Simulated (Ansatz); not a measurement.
The input, for Ansatz 0.2.0:

```yaml
crystal:
  periodic: [false, false, false]
  atoms:
    - {symbol: B, position_ang: [0.000000, 0.000000, -0.224680]}
    - {symbol: O, position_ang: [0.000000, 0.000000, -1.422641]}
    - {symbol: H, position_ang: [0.000000, 0.000000, 1.647320]}
basis:
  gaussian: {orbitals: 6-31G}
correlation: {active_space: {window: {electrons: 2, orbitals: 2}, states: [{multiplicity: 1, irrep: T2g, weights: [1]}]}}
```

```sh
$ ansatz run in.yaml --threads 1 --pin off --events-out ev --progress --plain --max-ram 2393MiB
```

(1) One thing in this input was set wrong on purpose, beside settings that are merely unusual. What is the gravest fault, and what does the program do?

Results:

(1) Irrep not in the group. How the run ends: stopped by an error.
```
390 factors; integrals over basis functions are off by at most 1.1e-7 eV
mean field evaluation 1: about -2717.3866 eV, gradient 4.1e1 eV
mean field evaluation 2: about -2717.3917 eV, gradient 4.1e1 eV
mean field evaluation 4: about -2721.3540 eV, gradient 2.5e0 eV
mean field evaluation 8: about -2721.4042 eV, gradient 5.9e-4 eV
mean field -2721.40423366 eV, -100.0097609529 hartree, gradient 9.9e-7 eV, S^2 0.000000; 0 other end points of the search recorded, 0 dependent functions left out
reference -2721.40423366 eV, -100.0097609529 hartree; 7, 7 occupied and 13, 13 virtual orbitals, 390 factors
Error: the irrep T2g is not accepted for these orbitals, which take A1, B1, B2, A2, or 1 to 4
```
